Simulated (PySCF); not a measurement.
Gas-phase reaction: PH₃ + 2 H₂O ⇌ HPO₂ + 3 H₂

Method: PySCF energies plus ideal-gas RRHO corrections (1 bar). † marks an energy on the PBE0/def2-TZVP geometry and frequencies; other levels use their own. MP2 and CCSD(T) freeze the core. All species are closed-shell singlets. B3LYP is the form with VWN-RPA correlation. HPO₂: computed as isolated molecules; such fragments, hydroxides, amides, oligomers or adducts are transient or little studied in the gas. MP2 isn't extrapolated to the basis-set limit; its ΔH°(298 K) is 47.8 kJ in def2-SVP and 8.0 kJ in def2-TZVPP. CCSD(T) isn't extrapolated to the basis-set limit; its ΔH°(298 K) is 65.0 kJ in def2-SVP and 24.9 kJ in def2-TZVPP. The harmonic model lacks anharmonicity and excited electronic states, which grow with temperature; levels with a mode under 35 cm⁻¹ are left out. Internal rotation in HPO₂ is treated as a harmonic vibration of one conformer, which makes the entropy rough.

```json
[
 {"level": "B3LYP/def2-TZVP†", "ΔE electronic, kJ": "41", "ΔH°(298 K), kJ": "-1", "ΔS°(298 K), J/K": "65", "ΔG°(1200 K), kJ": "-102"},
 {"level": "CCSD(T)/def2-TZVPP†", "ΔE electronic, kJ": "67", "ΔH°(298 K), kJ": "25", "ΔS°(298 K), J/K": "65", "ΔG°(1200 K), kJ": "-76"},
 {"level": "HF/def2-TZVP†", "ΔE electronic, kJ": "84", "ΔH°(298 K), kJ": "42", "ΔS°(298 K), J/K": "65", "ΔG°(1200 K), kJ": "-59"},
 {"level": "MP2/def2-TZVPP†", "ΔE electronic, kJ": "50", "ΔH°(298 K), kJ": "8", "ΔS°(298 K), J/K": "65", "ΔG°(1200 K), kJ": "-93"},
 {"level": "PBE/def2-SVP", "ΔE electronic, kJ": "72", "ΔH°(298 K), kJ": "31", "ΔS°(298 K), J/K": "67", "ΔG°(1200 K), kJ": "-72"},
 {"level": "PBE/def2-TZVP†", "ΔE electronic, kJ": "43", "ΔH°(298 K), kJ": "1", "ΔS°(298 K), J/K": "65", "ΔG°(1200 K), kJ": "-100"},
 {"level": "PBE0/def2-QZVP†", "ΔE electronic, kJ": "87", "ΔH°(298 K), kJ": "45", "ΔS°(298 K), J/K": "65", "ΔG°(1200 K), kJ": "-56"},
 {"level": "r2SCAN/def2-TZVP†", "ΔE electronic, kJ": "40", "ΔH°(298 K), kJ": "-2", "ΔS°(298 K), J/K": "65", "ΔG°(1200 K), kJ": "-103"},
 {"level": "ωB97X-V/def2-TZVP†", "ΔE electronic, kJ": "53", "ΔH°(298 K), kJ": "11", "ΔS°(298 K), J/K": "65", "ΔG°(1200 K), kJ": "-90"}
]
```
ΔH° is lowest at r2SCAN/def2-TZVP† and highest at PBE0/def2-QZVP†. No reference value is set beside these.
